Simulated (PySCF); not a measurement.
Complex of cyanamide and hydrogen fluoride

A gas-phase complex of cyanamide and hydrogen fluoride; neutral, singlet. The structure comes from a short search (a few tight-binding starts) and was relaxed by PBE0-D3(BJ)/def2-SVPD; another way of binding may lie lower. No frequency run checks that it is a minimum.

Parts: 1 = cyanamide (N#CN), atoms 1–5; 2 = hydrogen fluoride (F), atoms 6–7.

Coordinates in Å:
```
N1     -1.041    0.054   -0.196
C2      0.179    0.042    0.314
N3      1.254    0.005    0.742
H4     -1.283    0.768   -0.868
H5     -1.797   -0.353    0.337
F6      3.715   -0.071    1.731
H7      2.841   -0.046    1.377
```

```csv
contact,kind (by geometry),distance (Å),angle (°)
H7···N3,hydrogen bond,1.709,180
```

Interaction energies are complex less parts, with the parts frozen as they stand in it; counterpoise-corrected, in kcal/mol (PySCF). The CCSD(T) estimate is Hartree-Fock/aug-cc-pVTZ, plus the MP2 correlation part extrapolated as X⁻³ from aug-cc-pVDZ and aug-cc-pVTZ, plus CCSD(T) less MP2 in aug-cc-pVDZ; noble-gas cores are frozen. It isn't the exact limit.

Problem. How strongly do the parts interact, level by level?

Solution. 
```tsv
level	interaction	superposition error removed
Hartree-Fock/aug-cc-pVTZ	-8.19	-
MP2/aug-cc-pVTZ	-9.88	-0.77
CCSD(T), estimated basis limit	-9.67	-
```

Problem. What holds them together? Decompose the MP2/aug-cc-pVTZ energy: frozen parts, their antisymmetrised product, then relaxation.

Solution. electrostatic -15.9, Pauli repulsion +15.3, orbital relaxation -7.7, correlation -2.3 kcal/mol, which sum to the value before the counterpoise correction, the first three by Hartree-Fock. Of the attraction, 61 % is electrostatic, 30 % is orbital relaxation, 9 % is correlation.
